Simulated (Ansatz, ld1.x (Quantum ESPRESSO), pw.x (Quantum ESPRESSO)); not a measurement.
## pw.x on sc Os: one setting changed

Potential: PAW, ld1.x (Quantum ESPRESSO) 7.5, LDA (PW92); core [Kr] 4d10 4f14, reference 5s2 5p6 5d6 6s1.5 6p0.5; waves: 5s (bound): rcut 1.30, rcutus 1.45 bohr; 6s (bound): rcut 1.30, rcutus 1.45 bohr; 5p (bound): rcut 1.80, rcutus 2.25 bohr; 6p (bound): rcut 1.80, rcutus 2.25 bohr; 5d (bound): rcut 2.30, rcutus 2.45 bohr; 5d channel at 0.35 Ry: rcut 2.30, rcutus 2.45 bohr; local part: all-electron potential smoothed inside 2.20 bohr (lloc = -1); core correction: Bessel-smoothed model core inside 1.10 bohr; augmentation: PSQ, inside the norm-conserving radii.

The reference run (k-mesh 13³, cutoffs 60/480 Ry, Fermi–Dirac 0.01 Ry, mixing_beta 0.4, conv_thr 1e-9, no spin) gives 0.06 GPa at 15.917 Å³/atom, where all-electron LAPW gives 0.83 GPa. This run, with its own iteration cap, changes k-mesh points per axis to 4.

```
&control
  calculation='scf', prefix='x', pseudo_dir='./', outdir='./tmp', tstress=.true., disk_io='none'
/
&system
  ibrav=0, nat=1, ntyp=1, ecutwfc=60, ecutrho=480, nbnd=16,
  occupations='smearing', smearing='fd', degauss=0.01
/
&electrons
  conv_thr=1e-09, mixing_beta=0.4, electron_maxstep=50
/
ATOMIC_SPECIES
Os 1.0 Os.UPF
CELL_PARAMETERS angstrom
  2.51547732 0.00000000 0.00000000
  0.00000000 2.51547732 0.00000000
  0.00000000 0.00000000 2.51547732
ATOMIC_POSITIONS crystal
Os 0.0000 0.0000 0.0000
K_POINTS automatic
4 4 4 0 0 0
```

```bash
pw.x < Os.scf.in > Os.scf.out
```

How does the run end?

It converges in 9 iterations; the free energy moves by -19.6 meV/atom and the pressure by +3.91 GPa.

```
Message from routine setup:
     using ibrav=0 with symmetry is DISCOURAGED, use correct ibrav instead
     lattice parameter (alat)  =       4.7536  a.u.
     unit-cell volume          =     107.4132 (a.u.)^3
     number of electrons       =        16.00
     number of Kohn-Sham states=           16
     kinetic-energy cutoff     =      60.0000  Ry
     charge density cutoff     =     480.0000  Ry
     scf convergence threshold =      1.0E-09
     Exchange-correlation= SLA  PW   NOGX NOGC
     number of k points=    10  Fermi-Dirac smearing, width (Ry)=  0.0100
     iteration #  1     ecut=    60.00 Ry     beta= 0.40
     total energy              =    -813.76824960 Ry
     estimated scf accuracy    <       0.14656733 Ry
     iteration #  2     ecut=    60.00 Ry     beta= 0.40
     total energy              =    -813.76878284 Ry
     estimated scf accuracy    <       0.02571562 Ry
     iteration #  3     ecut=    60.00 Ry     beta= 0.40
     total energy              =    -813.76994771 Ry
     estimated scf accuracy    <       0.00124336 Ry
     [... 3 iterations left out ...]
     iteration #  7     ecut=    60.00 Ry     beta= 0.40
     total energy              =    -813.77014220 Ry
     estimated scf accuracy    <       0.00000002 Ry
     iteration #  8     ecut=    60.00 Ry     beta= 0.40
     total energy              =    -813.77014227 Ry
     estimated scf accuracy    <          1.1E-09 Ry
     iteration #  9     ecut=    60.00 Ry     beta= 0.40
     the Fermi energy is    21.3394 ev
!    total energy              =    -813.77014227 Ry
     estimated scf accuracy    <          4.8E-10 Ry
     smearing contrib. (-TS)   =      -0.00430052 Ry
     convergence has been achieved in   9 iterations
          total   stress  (Ry/bohr**3)                   (kbar)     P=       39.73
     Message from routine punch:
     Nothing written, as per user request (disk_io='none')
```

The run took about 3.9 s on one core of a shared host (Intel(R) Xeon(R) 6975P-C, 192 threads, 378 GiB, load 74).
